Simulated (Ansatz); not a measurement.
Input (CCSDT(Q)/aug-cc-pVQZ; Ansatz, a quantum-chemistry and plane-wave program):

Ansatz 0.2 input:
```yaml
crystal:
  periodic: [false, false, false]
  atoms:
    - {symbol: C, position_ang: [-0.00000000, -0.00000000, -0.63014053]}
    - {symbol: N, position_ang: [0.00000000, 0.00000000, 0.54012046]}
basis:
  gaussian:
    orbitals: aug-cc-pVQZ
total_charge: -1
magnetization: {spin_polarized: false}
correlation: {method: ccsdt_q, electrons: outside_noble_gas}
```

Output:

```
Functional definition: HF
integrals: 0.68 GiB planned
1857 factors; integrals over basis functions are off by at most 1.4e-7 eV
mean field: 0.55 GiB planned
mean field evaluation 1: about -2512.1915 eV, gradient 1.4e1 eV
mean field evaluation 2: about -2512.1919 eV, gradient 1.4e1 eV
mean field evaluation 4: about -2512.8994 eV, gradient 2.0e0 eV
mean field evaluation 8: about -2512.9133 eV, gradient 9.2e-5 eV
mean field evaluation 16: about -2512.9126 eV, gradient 1.2e-1 eV
mean field -2512.91331456 eV, -92.3478609961 hartree, gradient 2.7e-6 eV, S^2 0.000000; 0 other end points of the search recorded, 0 dependent functions left out
2 core orbitals not correlated
reference -2512.91331456 eV, -92.3478609961 hartree; 5, 5 occupied and 153, 153 virtual orbitals, 1857 factors
second order -10.06182335 eV of doubles, -0.00000000 eV of singles
coupled cluster: 5.37 GiB planned
cycle   1  -9.56675818 eV  change    5.0e-1 eV  update   1.1e-1
cycle   2  -10.20507400 eV  change   -6.4e-1 eV  update   6.1e-2
cycle   3  -10.58694900 eV  change   -3.8e-1 eV  update   2.1e-2
cycle   4  -10.55029830 eV  change    3.7e-2 eV  update   8.4e-3
cycle   5  -10.51326667 eV  change    3.7e-2 eV  update   4.2e-3
cycle   6  -10.52387585 eV  change   -1.1e-2 eV  update   1.8e-3
cycle   7  -10.53024347 eV  change   -6.4e-3 eV  update   7.2e-4
cycle   8  -10.52864249 eV  change    1.6e-3 eV  update   3.2e-4
cycle   9  -10.52820104 eV  change    4.4e-4 eV  update   1.1e-4
cycle  10  -10.52841654 eV  change   -2.2e-4 eV  update   6.1e-5
cycle  11  -10.52818561 eV  change    2.3e-4 eV  update   2.5e-5
cycle  12  -10.52816861 eV  change    1.7e-5 eV  update   1.0e-5
cycle  13  -10.52815402 eV  change    1.5e-5 eV  update   5.2e-6
cycle  14  -10.52815145 eV  change    2.6e-6 eV  update   2.0e-6
cycle  15  -10.52815107 eV  change    3.8e-7 eV  update   8.2e-7
perturbative correction -0.04824920 eV, -0.0017731253 hartree
Total energy: -2523.48971482 eV, -92.7365365371 hartree
```
